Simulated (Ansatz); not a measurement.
# How methods differ on CPO− (SMILES [O-]C#P)

CPO− has 3 atoms, charge -1, and is taken as a singlet. As SMILES, `[O-]C#P`. The shape is that of a GFN2-xTB optimisation.

```csv
atom,x (Å),y (Å),z (Å)
O,0.7772,0.9277,0.5293
C,0.0765,0.0906,0.0522
P,-0.8538,-1.0183,-0.5815
```

Quantity: the energy change with the C2–P3 bond stretched from 1.580 to 3.950 Å, in eV. The values are calculated.

| level | kind | program | value (eV) |
| --- | --- | --- | --- |
| r2SCAN/STO-3G (restricted) | meta-GGA | Ansatz | 8.03 |
| B3LYP/STO-3G (restricted) | global hybrid | Ansatz | 7.68 |
| r2SCAN0/STO-3G (restricted) | hybrid meta-GGA | Ansatz | 8.20 |
| B2PLYP/STO-3G (restricted) | double hybrid | Ansatz | 7.53 |
| CCSD(T)/STO-3G (restricted) | coupled cluster or CI | Ansatz | 7.54 |
| CCSDT(Q)/STO-3G (restricted) | coupled cluster or CI | Ansatz | ? |
| CCSDT/STO-3G (restricted) | coupled cluster or CI | Ansatz | ? |
| FCI/STO-3G | exact in the basis | Ansatz | 7.54 |

(1) Estimate what the levels marked ? give.

Results:

(1) As computed at these levels: CCSDT(Q)/STO-3G (restricted): 7.55 eV; CCSDT/STO-3G (restricted): 7.50 eV. Sets without diffuse functions describe the anion poorly. The first shape isn't each level's own minimum. The values span 7.50 to 8.20 eV. All rows use very small basis sets, so even the best lies far from the true value.
